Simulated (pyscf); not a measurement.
Thermochemistry of product channels of H₂N–Ga(Cl)–Cl + hydrogen fluoride (HF) on the singlet surface, in kJ/mol, from CCSD(T)/def2-TZVPP + ΔMP2(QZVPP) energies (ideal gas, 1 atm, RRHO with modes under 100 cm⁻¹ raised to 100, one conformer, R ln 2 for chiral ones without a mode under 150 cm⁻¹). Single points on ωB97X-D3(BJ)/def2-SVP structures (PySCF, gas phase). MP2 and CC: frozen core, UHF for open shells. ΔMP2 is the change of the MP2 total energy from the triple- to the quadruple-zeta basis.

```tsv
products	ΔE	ΔH(298 K)	ΔG(298 K)	ΔG(1200 K)
H₂N–Ga(F)–Cl + hydrogen chloride (HCl)	+35.2	+30.0	+27.4	[?]
ammonia (NH₃) + F–Ga(Cl)–Cl	-25.0	-21.6	-22.9	-17.9
```

Problem. Complete the blanks.

Solution. 
- H₂N–Ga(F)–Cl + hydrogen chloride (HCl), ΔG(1200 K): +20.4

These are energies of the channels, which say nothing of barriers. The CCSD(T) − MP2 part came from Ansatz, without density fitting, on the same reference. The frozen core leaves the outer d or s,p core shells of the metals and heavy elements correlated in the MP2 and CC values, and def2-TZVPP describes them poorly, which can shift differences by a few kcal/mol. Elements up to Kr have no core potential and no relativistic terms here.
